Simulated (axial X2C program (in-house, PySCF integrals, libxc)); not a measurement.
# Outer orbitals of AlC⁺ at 1.954 Å, PW91

All values were computed with an in-house all-electron X2C program for linear molecules (integrals from PySCF). Spin-free means the one-electron spin-free X2C Hamiltonian; two-component (2c) means X2C with spin–orbit coupling and atomic mean-field two-electron Coulomb and Gaunt terms, so the difference of the two also holds small scalar two-electron terms. Basis: Al dyall-v3z [8s8p2d1f], C dyall-v3z [7s6p2d1f] (cores contracted in-house); Gaussian nuclei, density fitting, unrestricted open shells. Masses: Al 26.982 u, C 12.000 u.

The distance is close to the 2c PBE0 minimum; the highest filled and lowest empty levels are listed.

Spin-free orbitals, state M_S = 1, Λ = 0 (beyond evenly filled blocks: π+α, π-α) (Löwdin shares):

```csv
symmetry,occupied,ε (eV),atomic character
σα,yes,-21.96,"66% C s, 12% Al s, 11% Al p"
σβ,yes,-19.64,"57% C s, 20% Al s, 10% Al p"
σα,yes,-14.99,"49% C p, 36% Al s, 10% C s"
σβ,yes,-14.20,"53% Al s, 18% Al p, 15% C p"
π-α,yes,-12.87,"80% C p, 13% Al p, 5% Al d"
π+α,yes,-12.87,"80% C p, 13% Al p, 5% Al d"
σα,no,-11.85,"34% C p, 33% Al s, 28% Al p"
σβ,no,-11.07,"61% C p, 23% Al p, 8% C s"
π-β,no,-10.47,"53% C p, 43% Al p"
π+β,no,-10.47,"53% C p, 43% Al p"
```

Spinors with spin–orbit coupling (state Ω = 1):

```json
{"ω": "1/2", "occupied": "yes", "ε (eV)": "-21.96", "atomic character": "66% C s, 12% Al s, 11% Al p", "λ mixture": "100% σ"}
{"ω": "-1/2", "occupied": "yes", "ε (eV)": "-19.64", "atomic character": "57% C s, 20% Al s, 10% Al p", "λ mixture": "100% σ"}
{"ω": "1/2", "occupied": "yes", "ε (eV)": "-14.99", "atomic character": "49% C p, 36% Al s, 10% C s", "λ mixture": "100% σ"}
{"ω": "-1/2", "occupied": "yes", "ε (eV)": "-14.20", "atomic character": "53% Al s, 18% Al p, 15% C p", "λ mixture": "100% σ"}
{"ω": "-1/2", "occupied": "yes", "ε (eV)": "-12.87", "atomic character": "80% C p, 13% Al p, 5% Al d", "λ mixture": "100% π"}
{"ω": "3/2", "occupied": "yes", "ε (eV)": "-12.86", "atomic character": "80% C p, 13% Al p, 5% Al d", "λ mixture": "100% π"}
{"ω": "1/2", "occupied": "no", "ε (eV)": "-11.85", "atomic character": "34% C p, 33% Al s, 28% Al p", "λ mixture": "100% σ"}
{"ω": "-1/2", "occupied": "no", "ε (eV)": "-11.07", "atomic character": "61% C p, 23% Al p, 8% C s", "λ mixture": "100% σ"}
{"ω": "1/2", "occupied": "no", "ε (eV)": "-10.47", "atomic character": "53% C p, 43% Al p", "λ mixture": "100% π"}
{"ω": "-3/2", "occupied": "no", "ε (eV)": "-10.46", "atomic character": "53% C p, 43% Al p", "λ mixture": "100% π"}
```

Mulliken charges and populations of the two-component result (they depend on the basis, above all on diffuse functions):

Al 0.88 e (s 5.49 p 6.50 d 0.11 f 0.02), C 0.12 e (s 3.71 p 2.16 d 0.01). ⟨Lz⟩ = 0.00 ħ and ⟨Sz⟩ = 1.00 ħ (-0.01 and 1.01 on the two atoms), which add up to Ω.

Occupations by symmetry block were frozen at the best pattern of an incomplete PBE0 search. Density functionals use the spin component along the axis (collinear). With several unpaired electrons one determinant need not be a pure state. Open-shell Ω = 0 determinants with evenly filled partner blocks cannot be reached by this program, so the Ω shown need not be the lowest component. This is the Ω = 1 component of a π² triplet; the 0⁺ component is not one determinant and can lie lowest. The determinant is spin-polarised beyond a pure state at some levels (its spin-free form has ⟨S²⟩ too high), which makes Re and μ there less reliable.
